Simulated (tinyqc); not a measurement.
G0W0 on RHF in the sto-3g basis, for H2O, spin multiplicity 1, step by step. One step of it, computed by the program tinyqc.

Task: G0W0 on Hartree-Fock: HOMO. W(p,q,m) = sqrt2 sum_ia (pq|ia) (X+Y)_ia,m; Sigma_c(x) = sum_(i,m) W^2/(x - e_i + w_m) + sum_(a,m) W^2/(x - e_a - w_m); solve x = e_p + Sigma_c(x) by Newton steps; Z = 1/(1 - dSigma/dx); 1 hartree = 27.211386 eV.

orbital energies (hartree): [-20.253781, -1.209855, -0.560366, -0.427225, -0.383794, 0.478744, 0.615299]

Two-electron integrals over orbitals (pq|rs), unique and non-zero (hartree):
```
(11|11) 4.746395    (21|11) -0.427338   (21|21) 0.060824    (22|11) 1.017407
(22|21) -0.015024   (22|22) 0.722529    (31|11) 0.005496    (31|21) -0.000683
(31|22) 0.000538    (31|31) 0.010407    (32|11) -0.003359   (32|21) 0.000314
(32|22) 0.001418    (32|31) 0.016666    (32|32) 0.132816    (33|11) 0.761609
(33|21) -0.004592   (33|22) 0.616222    (33|31) -0.000154   (33|32) -0.000498
(33|33) 0.596244    (41|11) 0.164308    (41|21) -0.021437   (41|22) 0.012624
(41|31) 0.000408    (41|32) 0.000066    (41|33) 0.005495    (41|41) 0.024839
(42|11) -0.142155   (42|21) 0.008055    (42|22) -0.020267   (42|31) 0.000035
(42|32) 0.000765    (42|33) 0.004741    (42|41) 0.019204    (42|42) 0.129820
(43|11) 0.006043    (43|21) -0.000202   (43|22) 0.002652    (43|31) -0.002418
(43|32) 0.027960    (43|33) 0.001514    (43|41) -0.000317   (43|42) -0.002782
(43|43) 0.053489    (44|11) 0.953167    (44|21) -0.011662   (44|22) 0.667222
(44|31) -0.000021   (44|32) -0.002898   (44|33) 0.569728    (44|41) -0.009463
(44|42) -0.097907   (44|43) 0.002488    (44|44) 0.722186    (51|51) 0.025978
(52|51) 0.033130    (52|52) 0.149601    (53|51) -0.000407   (53|52) -0.001445
(53|53) 0.026433    (54|51) -0.011877   (54|52) -0.043557   (54|53) 0.000774
(54|54) 0.049422    (55|11) 1.115354    (55|21) -0.012083   (55|22) 0.753172
(55|31) 0.000154    (55|32) -0.001709   (55|33) 0.602686    (55|41) 0.004602
(55|42) -0.076910   (55|43) 0.003462    (55|44) 0.701103    (55|55) 0.880159
(61|11) 0.206368    (61|21) -0.031188   (61|22) 0.002418    (61|31) 0.000939
(61|32) 0.000820    (61|33) -0.000353   (61|41) -0.002338   (61|42) -0.020425
(61|43) 0.000222    (61|44) 0.016062    (61|55) 0.005583    (61|61) 0.026346
(62|11) -0.273425   (62|21) 0.006374    (62|22) -0.132162   (62|31) 0.000490
(62|32) 0.003509    (62|33) -0.064967   (62|41) -0.018277   (62|42) -0.030439
(62|43) -0.001529   (62|44) -0.069783   (62|55) -0.144341   (62|61) 0.008815
(62|62) 0.094855    (63|11) 0.019142    (63|21) -0.000382   (63|22) 0.009570
(63|31) -0.002474   (63|32) 0.040970    (63|33) 0.005679    (63|41) 0.000134
(63|42) -0.003642   (63|43) 0.037722    (63|44) 0.005902    (63|55) 0.010833
(63|61) 0.000056    (63|62) -0.004880   (63|63) 0.078148    (64|11) -0.258126
(64|21) 0.003208    (64|22) -0.121183   (64|31) -0.000453   (64|32) -0.003528
(64|33) -0.046253   (64|41) -0.001941   (64|42) 0.041373    (64|43) -0.003390
(64|44) -0.130384   (64|55) -0.142150   (64|61) -0.001063   (64|62) 0.061960
(64|63) -0.008896   (64|64) 0.089894    (65|51) -0.013705   (65|52) -0.053212
(65|53) 0.001644    (65|54) -0.004287   (65|65) 0.034846    (66|11) 0.773399
(66|21) -0.007270   (66|22) 0.590405    (66|31) -0.000521   (66|32) -0.008812
(66|33) 0.549040    (66|41) 0.018286    (66|42) 0.050914    (66|43) -0.006491
(66|44) 0.541079    (66|55) 0.574105    (66|61) -0.008412   (66|62) -0.089509
(66|63) -0.004906   (66|64) -0.049408   (66|66) 0.579813    (71|11) -0.013502
(71|21) 0.002121    (71|22) 0.000100    (71|31) 0.014426    (71|32) 0.022019
(71|33) -0.000380   (71|41) -0.000176   (71|42) 0.000846    (71|43) -0.003450
(71|44) -0.000847   (71|55) -0.000353   (71|61) -0.000532   (71|62) 0.000656
(71|63) -0.002943   (71|64) -0.000496   (71|66) -0.000754   (71|71) 0.020193
(72|11) 0.019031    (72|21) -0.000382   (72|22) 0.009262    (72|31) 0.014660
(72|32) 0.053064    (72|33) 0.002708    (72|41) 0.000799    (72|42) -0.000127
(72|43) -0.029543   (72|44) 0.006165    (72|55) 0.009823    (72|61) 0.000670
(72|62) -0.002079   (72|63) -0.030052   (72|64) -0.004681   (72|66) 0.005585
(72|71) 0.019420    (72|72) 0.067962    (73|11) 0.369776    (73|21) -0.007016
(73|22) 0.161943    (73|31) -0.000032   (73|32) -0.005292   (73|33) 0.088515
(73|41) -0.000272   (73|42) -0.074655   (73|43) 0.000229    (73|44) 0.149239
(73|55) 0.201173    (73|61) 0.005726    (73|62) -0.070410   (73|63) 0.003368
(73|64) -0.094839   (73|66) 0.043034    (73|71) -0.000468   (73|72) 0.006170
(73|73) 0.156991    (74|11) 0.007381    (74|21) -0.000098   (74|22) 0.002390
(74|31) -0.008187   (74|32) -0.071912   (74|33) 0.001645    (74|41) 0.000283
(74|42) 0.000132    (74|43) -0.010070   (74|44) 0.004542    (74|55) 0.003819
(74|61) -0.000707   (74|62) -0.003724   (74|63) -0.053411   (74|64) 0.001626
(74|66) 0.008305    (74|71) -0.011351   (74|72) -0.017476   (74|73) 0.006401
(74|74) 0.068919    (75|51) 0.000889    (75|52) 0.003498    (75|53) 0.023879
(75|54) -0.000298   (75|65) -0.000615   (75|75) 0.025427    (76|11) 0.002626
(76|21) -0.000110   (76|22) -0.000910   (76|31) -0.007905   (76|32) -0.089289
(76|33) 0.001050    (76|41) -0.000776   (76|42) -0.003115   (76|43) -0.059834
(76|44) 0.004067    (76|55) 0.001354    (76|61) 0.000131    (76|62) 0.001157
(76|63) -0.069169   (76|64) 0.004659    (76|66) 0.010393    (76|71) -0.010715
(76|72) 0.003533    (76|73) 0.007385    (76|74) 0.058841    (76|76) 0.113792
(77|11) 0.850314    (77|21) -0.009186   (77|22) 0.612602    (77|31) 0.001118
(77|32) 0.010249    (77|33) 0.585642    (77|41) 0.003690    (77|42) -0.019631
(77|43) 0.007417    (77|44) 0.586391    (77|55) 0.614633    (77|61) 0.004196
(77|62) -0.063058   (77|63) 0.013289    (77|64) -0.051577   (77|66) 0.548643
(77|71) 0.001078    (77|72) 0.004306    (77|73) 0.098916    (77|74) -0.005844
(77|76) -0.010349   (77|77) 0.603129
```

excitation energies w (hartree): [0.929609, 0.998046, 1.048726, 1.073659, 1.269808, 1.448543, 1.913148, 1.960815, 20.785144, 20.909452]

X + Y, order 1>6, 1>7, 2>6, 2>7, 3>6, 3>7, 4>6, 4>7, 5>6, 5>7:
```
[[0.000000, -0.000034, 0.000000, 0.000098, -0.000103, -0.001527, -0.001257, 0.000015, 0.998697, -0.008500],
 [0.000000, 0.000125, 0.000000, 0.001588, -0.001101, 0.000129, -0.000643, -0.003626, 0.008554, 0.998997],
 [0.000000, -0.087304, 0.000000, 0.014039, 0.008551, 0.343943, 0.880804, -0.113096, 0.000139, 0.000009],
 [0.000000, 0.010476, 0.000000, 0.089586, 0.028687, -0.019228, 0.130702, 0.953356, 0.000014, 0.000327],
 [0.000000, 0.068980, 0.000000, 0.672707, 0.654269, 0.015598, -0.017228, -0.045211, 0.000000, -0.000028],
 [0.000000, 0.331147, 0.000000, -0.045560, -0.014244, 0.817811, -0.218617, 0.042198, 0.000062, -0.000006],
 [0.000000, 0.902744, 0.000000, -0.031395, -0.039572, -0.214248, 0.107889, -0.020287, -0.000009, -0.000004],
 [0.000000, -0.000481, 0.000000, 0.713652, -0.623728, 0.017901, -0.010691, -0.022866, -0.000008, -0.000108],
 [0.963205, 0.000000, -0.008791, 0.000000, 0.000000, 0.000000, 0.000000, 0.000000, 0.000000, 0.000000],
 [0.010049, 0.000000, 0.976004, 0.000000, 0.000000, 0.000000, 0.000000, 0.000000, 0.000000, 0.000000]]
```

Give: The 12 largest terms at x = e_p; Newton steps; quasiparticle energy of the HOMO; Hartree-Fock value.

Result:

The 12 largest terms at x = e_p (hartree; W for the signs of X + Y given):
```
q  m        W      term
5  7  -0.2622    0.0359
5  6   0.2056    0.0292
5  2  -0.0682    0.0047
2  1  -0.0724    0.0030
5  8   0.0516    0.0014
6  1   0.0475   -0.0013
3  3   0.0329    0.0009
7  3   0.0351   -0.0006
5  5   0.0092  6.68e-05
4  1  -0.0058  3.51e-05
5  4   0.0059  3.23e-05
1  1  -0.0187  1.67e-05
```

Newton steps (hartree):
```
step        x  Sigma_c(x)       Z
0     -0.3838      0.0733  0.9543
1     -0.3138      0.0701  0.9579
2     -0.3137      0.0701  0.9579
3     -0.3137      0.0701  0.9579
```

quasiparticle energy of the HOMO = -8.5357 eV

Hartree-Fock value = -10.4436 eV
